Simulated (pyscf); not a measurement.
Single points on ωB97X-D3(BJ)/def2-SVP structures (PySCF, gas phase). MP2 and CC: frozen core, UHF for open shells. ΔMP2 is the change of the MP2 total energy from the triple- to the quadruple-zeta basis.

### Question
How much does it cost (ΔH, 298 K, CCSD(T)/def2-TZVPP + ΔMP2(QZVPP)) to split H₃C–Ag at its Ag–C bond into CH₃• + Ag•?

### Answer
Ag–C to CH₃• + Ag•: 43.6 kcal/mol. The CCSD(T) − MP2 part came from Ansatz, without density fitting, on the same reference. The frozen core leaves the outer d or s,p core shells of the metals and heavy elements correlated in the MP2 and CC values, and def2-TZVPP describes them poorly, which can shift differences by a few kcal/mol. Open-shell species with a d-block atom are single-reference here; other states, and whether the spin sits on metal or ligand, were not checked. Elements past Kr carry the def2 core potentials, without spin-orbit coupling.
